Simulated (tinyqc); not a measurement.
Pariser-Parr-Pople SCF with singles CI, for the molecule Fc1cnc[cH-]1 (SMILES; centres numbered as the heavy atoms are written), step by step. Computed by tinyqc, a small Python program that keeps every step. Settings: charge = -1, gamma = Ohno, start = huckel, damping = 0.5, iteration cap = 55, excitations kept = 9. Command: `OMP_NUM_THREADS=1 python tinyqc.py 21419 21420 out.jsonl` (the two numbers bound the seeds that draw the settings). One thread of a shared host (Intel(R) Xeon(R) Processor @ 2.60GHz), about 0.01 s of CPU time with the checks.

Centres (angstrom, eV; a flat drawing with bonds scaled to 1.40 angstrom):
```
centre        x        y  core charge z        W  gamma_rr
1F       2.1590   0.0000              2  39.0000   21.4000
2C       0.7590   0.0000              1  11.1600   11.1300
3C      -0.0640   1.1330              1  11.1600   11.1300
4N      -1.3950   0.7000              1  14.1000   12.3000
5C      -1.3950  -0.7000              1  11.1600   11.1300
6C      -0.0640  -1.1330              1  11.1600   11.1300
```

Resonance integrals (eV):
```
i  j     beta
1  2  -1.9500
2  3  -2.2200
3  4  -2.3300
4  5  -2.3300
5  6  -2.2200
6  2  -2.2200
```

Stop when output and input P, before any damping, agree to 1e-7.

Course of the cycle:
```
iteration       E (eV)  largest |P(out) - P(in)|
1          -125.941321                  2.22e-01
2          -126.758280                  1.40e-01
3          -127.265092                  8.95e-02
4          -127.562397                  5.76e-02
5          -127.731264                  3.73e-02
6          -127.825302                  2.43e-02
7          -127.877041                  1.78e-02
8          -127.905314                  1.35e-02
9          -127.920719                  1.03e-02
10         -127.929113                  7.84e-03
11         -127.933699                  6.01e-03
...                ...                       ...
45         -127.939401                  1.49e-06
46         -127.939401                  1.17e-06
47         -127.939401                  9.24e-07
48         -127.939401                  7.28e-07
49         -127.939401                  5.74e-07
50         -127.939401                  4.53e-07
51         -127.939401                  3.57e-07
52         -127.939401                  2.81e-07
53         -127.939401                  2.22e-07
54         -127.939401                  1.75e-07
55         -127.939401                  1.38e-07
```

Can the last value be used, and what does the course show?

Not by the stop rule, although the second column moves by less than 1e-07 over the last three steps. Not converged within 55 iterations: the residual falls steadily but slowly, by a factor of about 0.79 a step. Reruns (cap 100 unless said): damping 0: converged in 25 (E = -127.93940); the original settings with a cap of 400: converged in 57 (E = -127.93940).
